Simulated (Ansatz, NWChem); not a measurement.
## How methods differ on C2F4 (tetrafluoroethylene)

C2F4: 6 atoms, total charge 0, spin state singlet. SMILES: `FC(F)=C(F)F`. The shape is that of a PBE0-D4/def2-TZVP optimisation.

Quantity: the vertical ionisation energy (to the doublet cation), in eV. The values are calculated.

| level | kind | program | value (eV) | CPU time (all runs) |
| --- | --- | --- | --- | --- |
| PBE/6-31G* (spherical functions) | GGA | NWChem | 9.44 | 51 s |
| M06-L/6-31G* (spherical functions) | meta-GGA | NWChem | 9.74 | 61 s |
| r2SCAN0/6-31G* (spherical functions) | hybrid meta-GGA | Ansatz | 10.00 | 35 s |
| wB97M-V/6-31G* (spherical functions) | range-separated hybrid | Ansatz | 9.85 | 2.4 min |
| B2PLYP/6-31G* (spherical functions) | double hybrid | NWChem | 9.83 | 47 s |
| RPA@PBE0/6-31G* (spherical functions) | RPA | Ansatz | 9.84 | 27 s |
| MP2/6-31G* (spherical functions) | perturbation theory | NWChem | 9.91 | 31 s |
| BCCD(T)/6-31G* (spherical functions) | coupled cluster or CI | Ansatz | 9.91 | 2.9 min |

The values span 9.44 to 10.00 eV. Times are those of the runs behind each value, whatever else they computed, on shared processors of several kinds: orders of magnitude only.
